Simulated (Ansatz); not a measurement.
Input file:

```yaml
crystal:
  periodic: [false, false, false]
  atoms:
    - {symbol: Ga, position_ang: [0.000000, 0.000000, 0.000000]}
    - {symbol: Na, position_ang: [0.000000, 0.000000, 3.394200]}
basis:
  gaussian: {orbitals: def2-mTZVP}
total_charge: 1
magnetization: {spin_polarized: false, initial_magnetization: 3}
correlation: {method: sc_nevpt2, electrons: outside_noble_gas, active_space: {window: {electrons: 3, orbitals: 8}, states: [{multiplicity: 4, weights: [0.5, 1, 1]}]}}
output: {forces: true}
```

```sh
$ ansatz run in.yaml --threads 1 --pin off --events-out ev --progress --plain --max-ram 2393MiB
```

The program prints:

```
758 factors; integrals over basis functions are off by at most 1.8e-7 eV
mean field evaluation 1: about -56729.5603 eV, gradient 5.5e0 eV
mean field evaluation 2: about -56729.5611 eV, gradient 5.5e0 eV
mean field evaluation 4: about -56730.0602 eV, gradient 5.1e-1 eV
mean field evaluation 8: about -56730.0634 eV, gradient 5.2e-2 eV
mean field evaluation 16: about -56730.0636 eV, gradient 3.0e-2 eV
mean field evaluation 32: about -56729.4352 eV, gradient 5.0e-1 eV
mean field evaluation 64: about -56729.3772 eV, gradient 4.3e-7 eV
mean field -56730.06347000 eV, -2084.7913795043 hartree, gradient 4.3e-6 eV, S^2 3.750000; 9 other end points of the search recorded, 0 dependent functions left out
reference -56730.06347000 eV, -2084.7913795043 hartree; 22, 19 occupied and 28, 31 virtual orbitals, 758 factors
state -56730.18289941 eV, -2084.7957684543 hartree
state -56730.12916422 eV, -2084.7937937224 hartree
state -56729.49468442 eV, -2084.7704770199 hartree
state -56730.18289941 eV, -2084.7957684543 hartree; corrected -56730.28606676 eV, -2084.7995597843 hartree
state -56730.12916422 eV, -2084.7937937224 hartree; corrected -56730.27521867 eV, -2084.7991611246 hartree
state -56729.49468442 eV, -2084.7704770199 hartree; corrected -56729.60050104 eV, -2084.7743657088 hartree
an earlier search ended where averaged states of different weights were degenerate, so these states were given the mean of their weights and the orbitals were optimised with it; in the result, neighbours among these states lie up to 5.4e-2 eV apart
the calculation of the forces begins
Total energy: -56730.00858604 eV, -2084.7893625562 hartree
Atom 0 at     0.000000     0.000000     0.000000 Å, force     0.000000    -0.000000    -0.176169 eV/Å
Atom 1 at     0.000000     0.000000     3.394200 Å, force    -0.000000     0.000000     0.176169 eV/Å
Dipole moment:     0.000000     0.000000     2.026223 e Å
```

The total printed last is the weighted mean of the 3 states, 0.277 eV above the lowest of them, and is no single state's energy.

Forces (eV/Å):
```
Ga   0.000  0.000 -0.176
Na   0.000  0.000  0.176
```

Ran on 1 thread of Arm Neoverse V1, shared host: 24 s wall, 0.22 GiB peak host memory.
